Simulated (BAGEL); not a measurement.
# [S2]2− ([S2]2-) at HF/3-21G (density fitting with qzvpp-jkfit)

What is the vertical singlet–triplet gap of [S2]2− ([S2]2-) at HF/3-21G (density fitting with qzvpp-jkfit)? 

The results are computed with BAGEL 1.2.2.

2 further runs of the same task are left out: 2 set aside as unsound or not needed.

### Step 1. The system as given

[S2]2− has 2 atoms, charge -2, and is taken as a singlet. The shape is that of a GFN2-xTB optimisation.

Bond lengths: S1–S2 2.044 Å.

### Step 2. The energy at HF/3-21G (density fitting with qzvpp-jkfit)

The input, input.json:

```json
{ "bagel" : [

{
  "title" : "molecule",
  "basis" : "3-21g",
  "df_basis" : "qzvpp-jkfit",
  "angstrom" : true,
  "geometry" : [
    { "atom" : "S", "xyz" : [    0.701260,   -0.595700,   -0.444390 ] },
    { "atom" : "S", "xyz" : [   -0.701260,    0.595700,    0.444390 ] }
  ]
},
{ "title" : "hf", "charge" : -2 },
{ "title" : "print", "file" : "orbitals.molden", "orbitals" : true }

]}
```

Started as:

```console
$ BAGEL_NUM_THREADS=1 BAGEL input.json > input.out
```

Log:

```text
* using 1 threads per process

  ===============================================================
  ===============================================================

  *** Geometry ***

  { "atom" : "S", "xyz" : [      1.325189,     -1.125710,     -0.839775 ] },
  { "atom" : "S", "xyz" : [     -1.325189,      1.125710,      0.839775 ] },

  Number of auxiliary basis functions:      256

  Since a DF basis is specified, we compute 2- and 3-index integrals:
    o Being stored without compression. Storage requirement is 0.001 GB

  Number of basis functions:       26
  Number of electrons      :       32

    * METHOD: MOLECULE                             0.06

  *** RHF ***

  === Nuclear Repulsion ===
    66.2885764099

      * DIIS with orbital gradients will be used.

  === RHF iteration (3-21g) ===
      0       -790.88576359          0.01382874           0.01
      1       -790.94179650          0.00443325           0.01
      2       -790.94600196          0.00040645           0.01
      3       -790.94607479          0.00005961           0.01
      4       -790.94607659          0.00000421           0.01
      5       -790.94607660          0.00000029           0.01
      6       -790.94607660          0.00000005           0.01
      7       -790.94607660          0.00000000           0.01
    * SCF iteration converged.

    * Permanent dipole moment:
           (    0.000000,    -0.000000,    -0.000000) a.u.

    * METHOD: HF                                   0.10

    * METHOD: PRINT                                0.00

  ===============================================================
```

It took 0.32 s on 1 thread of Arm Neoverse N1, shared host.

### Step 3. The triplet at the same level

The input, input.json:

```json
{ "bagel" : [

{
  "title" : "molecule",
  "basis" : "3-21g",
  "df_basis" : "qzvpp-jkfit",
  "angstrom" : "true",
  "geometry" : [
    { "atom" : "S", "xyz" : [       0.701260,      -0.595700,      -0.444390 ] },
    { "atom" : "S", "xyz" : [      -0.701260,       0.595700,       0.444390 ] }
  ]
},

{ "title" : "uhf", "charge" : -2, "nopen" : 2 },

{ "title" : "print", "file" : "orbitals.molden", "orbitals" : "true" }

]}
```

Started as:

```console
$ BAGEL_NUM_THREADS=1 BAGEL input.json > input.out
```

Log:

```text
* using 1 threads per process

  ===============================================================
  ===============================================================

  *** Geometry ***

  { "atom" : "S", "xyz" : [      1.325189,     -1.125710,     -0.839775 ] },
  { "atom" : "S", "xyz" : [     -1.325189,      1.125710,      0.839775 ] },

  Number of auxiliary basis functions:      256

  Since a DF basis is specified, we compute 2- and 3-index integrals:
    o Being stored without compression. Storage requirement is 0.001 GB

  Number of basis functions:       26
  Number of electrons      :       32

    * METHOD: MOLECULE                             0.06

  *** Open-shell HF ***

  === Nuclear Repulsion ===
    66.2885764099

      * DIIS with orbital gradients will be used.

  === UHF iteration (3-21g) ===
      0       -790.75956939          0.02798453           0.01
      1       -790.82149850          0.00862411           0.01
      2       -790.82656944          0.00233560           0.01
      3       -790.82705031          0.00028964           0.01
      4       -790.82710024          0.00007907           0.01
      5       -790.82710445          0.00000999           0.01
      6       -790.82710459          0.00000167           0.01
      7       -790.82710460          0.00000047           0.01
      8       -790.82710460          0.00000007           0.01
      9       -790.82710460          0.00000001           0.01
    * SCF iteration converged.

    * S^2 (UHF) is 2.0107

    * Permanent dipole moment:
           (    0.000000,    -0.000000,    -0.000000) a.u.

    * METHOD: UHF                                  0.17

    * METHOD: PRINT                                0.00

  ===============================================================
```

It took 0.4 s on 1 thread of Arm Neoverse N1, shared host.

### Step 4. What came out

At HF/3-21G (density fitting with qzvpp-jkfit):

| quantity | value |
| --- | --- |
| singlet: total energy | -790.94608 Eh |
| singlet: HOMO energy | 5.08 eV |
| singlet: LUMO energy | 16.63 eV |
| singlet: HOMO–LUMO gap (to an unbound level, set by the basis) | 11.55 eV |
| triplet: total energy | -790.82710 Eh |
| triplet: ⟨S²⟩ | 2.011 |
| vertical energy of the triplet above the singlet | 3.237 eV |

At this shape the triplet lies 3.24 eV (312 kJ/mol) above the singlet. The HOMO (singlet) lies at positive energy, 5.08 eV: the electron is unbound at this level or held by a compact basis; values depend on the basis.
